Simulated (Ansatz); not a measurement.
# C₃H₆O₃: a ladder of functionals and wavefunction methods

An exercise on one series of results from a longer session: the logs are not shown, and one member is left open.

Program: Ansatz 0.2.0, Gaussian basis. Level of theory: functionals in def2-TZVPP, the program's frozen cores in correlated methods. These are calculated values, not measurements.

The runs, in order: PBE-D4, r2SCAN-D4, PBE0-D4, B3LYP-D4, ωB97X-V, ωB97M-V, B2PLYP; CCSD(T)/def2-TZVPP; MP2/def2-QZVPP; extrapolation to the limit.

## The relaxed structure

All runs share one geometry, relaxed beforehand with PBE0-D4 in a triple-zeta def2 set.

SMILES `COC(O)C=O`, 12 atoms, charge 0, spin multiplicity 1.

Atoms are counted from 1 here; the program's logs count them from 0.

Bond lengths: C1–O2 1.411 Å, C1–H7 1.089 Å, C1–H8 1.093 Å, C1–H9 1.098 Å, O2–C3 1.395 Å, C3–O4 1.378 Å, C3–C5 1.522 Å, C3–H10 1.104 Å, O4–H11 0.969 Å, C5–O6 1.198 Å, C5–H12 1.105 Å. Angles: O2–C1–H7 107.0°, O2–C1–H8 111.2°, O2–C1–H9 110.8°, H7–C1–H8 109.5°, H7–C1–H9 109.2°, H8–C1–H9 109.1°, C1–O2–C3 113.2°, O2–C3–O4 114.4°, O2–C3–C5 104.0°, O2–C3–H10 109.6°, O4–C3–C5 110.9°, O4–C3–H10 107.9°, C5–C3–H10 109.9°, C3–O4–H11 106.8°, C3–C5–O6 121.4°, C3–C5–H12 116.1°, O6–C5–H12 122.5°.

Coordinates:

```xyz
12
C3H6O3
C    -0.8479   -1.0539   -1.2293
O    -0.3877    0.1891   -0.7442
C     0.4291    0.0722    0.3804
O    -0.2125   -0.4078    1.5018
C     0.9431    1.4859    0.6122
O     0.7322    2.0664    1.6393
H    -1.4441   -0.8477   -2.1170
H    -1.4646   -1.5642   -0.4850
H    -0.0052   -1.7018   -1.5032
H     1.2730   -0.6029    0.1564
H    -0.4250    0.3599    2.0534
H     1.4866    1.9497   -0.2308
```

The first run:

The input, in.yaml:

```yaml
crystal:
  periodic: [false, false, false]
  atoms:
    - {symbol: C, position_ang: [-0.847856, -1.053904, -1.229288]}
    - {symbol: O, position_ang: [-0.387676, 0.189073, -0.744191]}
    - {symbol: C, position_ang: [0.429092, 0.072228, 0.380369]}
    - {symbol: O, position_ang: [-0.212534, -0.407795, 1.501794]}
    - {symbol: C, position_ang: [0.943094, 1.485925, 0.612201]}
    - {symbol: O, position_ang: [0.732203, 2.066400, 1.639274]}
    - {symbol: H, position_ang: [-1.444107, -0.847731, -2.116974]}
    - {symbol: H, position_ang: [-1.464642, -1.564223, -0.485012]}
    - {symbol: H, position_ang: [-0.005244, -1.701791, -1.503159]}
    - {symbol: H, position_ang: [1.273022, -0.602859, 0.156383]}
    - {symbol: H, position_ang: [-0.425022, 0.359913, 2.053351]}
    - {symbol: H, position_ang: [1.486570, 1.949665, -0.230847]}
basis:
  gaussian: {orbitals: def2-TZVPP}
hamiltonian: {xc: pbe, dispersion: d4}
output: {forces: true, orbitals: {seedname: orbitals}}
```

On the command line:

```
$ ansatz run in.yaml --threads 4 --pin off --events-out ev --progress --plain --max-ram 10444MiB
```

Among the steps run: PBE-D4 (GGA); r2SCAN-D4 (meta-GGA); PBE0-D4 (hybrid); B3LYP-D4 (hybrid); ωB97X-V (range-separated); ωB97M-V (range-separated); B2PLYP (double hybrid); CCSD(T) in def2-TZVPP; MP2 in def2-QZVPP.

One of the session's tables, all rows but one given; the rest of the session is left out.

| method | atomisation energy (kJ/mol) |
| --- | --- |
| PBE-D4 | 5039.5 |
| r2SCAN-D4 | 4888.5 |
| PBE0-D4 | 4890.3 |
| B3LYP-D4 | ? |
| ωB97X-V | 4882.7 |
| ωB97M-V | 4891.0 |
| B2PLYP | 4823.8 |
| HF/def2-TZVPP | 3360.2 |
| MP2/def2-TZVPP | 4871.0 |
| CCSD/def2-TZVPP | 4651.6 |
| CCSD(T)/def2-TZVPP | 4742.9 |
| MP2/CBS | 5003.8 |
| CCSD(T)/CBS | 4875.7 |

Estimate the missing values for B3LYP-D4.

The run gave: atomisation energy (kJ/mol): 4864.5. In the column «atomisation energy (kJ/mol)» it lies between B2PLYP (4823.8) and MP2/def2-TZVPP (4871.0).

Caveats from the session: Free atoms (3 C, 3 O, 6 H) were run apart at each level; the atomisation energy is their sum less the molecule, without zero-point or spin-orbit terms.
